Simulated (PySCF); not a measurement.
4-chloro-3-methylbut-1-yne, C5H7Cl.
Cartesian coordinates in Å at the GFN2-xTB level; atoms count from 1:
```xyz
13
C5H7Cl angstrom
C      2.3420   -0.9472    0.1724
C      1.2511   -0.5505   -0.1170
C     -0.0833   -0.0718   -0.4410
C     -1.1336   -0.8619    0.3421
C     -0.1457    1.4224   -0.1211
Cl    -1.6815    2.1387   -0.6819
H      3.2987   -1.3039    0.4132
H     -0.2507   -0.2118   -1.5157
H     -1.0742   -1.9172    0.0878
H     -0.9676   -0.7534    1.4120
H     -2.1286   -0.4971    0.1000
H     -0.0881    1.5912    0.9546
H      0.6573    1.9631   -0.6231
```

The closed-shell SCF was solved with PySCF and density fitting under several settings on one GFN2-xTB geometry (grid level 2 and gas phase unless stated).

| settings | basis functions | SCF cycles | E (Eh) | HOMO (eV) | LUMO (eV) | dipole (D) |
| --- | --- | --- | --- | --- | --- | --- |
| PBE0/3-21G, IEF-PCM acetonitrile | 72 | 13 | -651.2157 | -7.96 | 0.77 | 2.21 |
| BHandHLYP/6-31G*, energy threshold 1e-06 Eh | 102 | 7 | -654.7282 | -8.82 | 1.91 | 1.72 |

Q: Estimate the rows for these settings: (1) PBE0/aug-cc-pVDZ; (2) PBE0/def2-TZVP, start guess huckel; (3) LDA/6-311G**, damping 0.1 at the start, DIIS from the seventh cycle, energy threshold 1e-11 Eh.

A: 
```tsv
settings	basis functions	SCF cycles	E (Eh)	HOMO (eV)	LUMO (eV)	dipole (D)
PBE0/aug-cc-pVDZ	205	14	-654.5118	-8.01	-0.10	1.43
PBE0/def2-TZVP, start guess huckel	234	14	-654.5682	-7.99	0.33	1.35
LDA/6-311G**, damping 0.1 at the start, DIIS from the seventh cycle, energy threshold 1e-11 Eh	158	19	-651.6345	-6.93	-0.92	1.56
```

Q: Over all rows, what range does the HOMO–LUMO gap span?

A: From 6.01 eV (LDA/6-311G**, damping 0.1 at the start, DIIS from the seventh cycle, energy threshold 1e-11 Eh) to 10.73 eV (BHandHLYP/6-31G*, energy threshold 1e-06 Eh). The functional of the narrowest has no exact exchange, that of the widest 50 % exact exchange.

Q: And the dipole moment?

A: From 1.35 D (PBE0/def2-TZVP, start guess huckel) to 2.21 D (PBE0/3-21G, IEF-PCM acetonitrile); the largest is 1.64 times the smallest, and the median is 1.56 D.

Q: Compare two rows with the functional PBE0: PBE0/aug-cc-pVDZ and PBE0/def2-TZVP, start guess huckel. Which energy is lower, and by how much?

A: PBE0/def2-TZVP, start guess huckel (234 functions) lies 0.0564 Eh or 35 kcal/mol below PBE0/aug-cc-pVDZ (205 functions).

Whole jobs, the steps after the SCF included, on one thread of an Arm Neoverse V1, no GPU, shared host:

```json
{"settings": "PBE0/3-21G, IEF-PCM acetonitrile", "work after the SCF": "shieldings, charges and field gradients", "wall time": "5.5 s", "peak memory": "0.47 GiB"}
{"settings": "BHandHLYP/6-31G*, energy threshold 1e-06 Eh", "work after the SCF": "spin–spin couplings from 12 perturbed nuclei, spin–dipole term left out", "wall time": "8.9 s", "peak memory": "0.61 GiB"}
{"settings": "PBE0/aug-cc-pVDZ", "work after the SCF": "spin–spin couplings from 12 perturbed nuclei, spin–dipole term left out", "wall time": "26 s", "peak memory": "0.83 GiB"}
{"settings": "PBE0/def2-TZVP, start guess huckel", "work after the SCF": "6 singlets by full TDDFT, 2 Tamm–Dancoff triplets, polarisability", "wall time": "32 s", "peak memory": "0.81 GiB"}
{"settings": "LDA/6-311G**, damping 0.1 at the start, DIIS from the seventh cycle, energy threshold 1e-11 Eh", "work after the SCF": "spin–spin couplings from 12 perturbed nuclei, spin–dipole term left out", "wall time": "20 s", "peak memory": "0.47 GiB"}
```

Cycle counts include a coarse-grid stage where the run had one. All basis functions are spherical, in the Pople sets too. One conformer (not necessarily the lowest) at the GFN2-xTB geometry, without vibrations or thermal averaging.
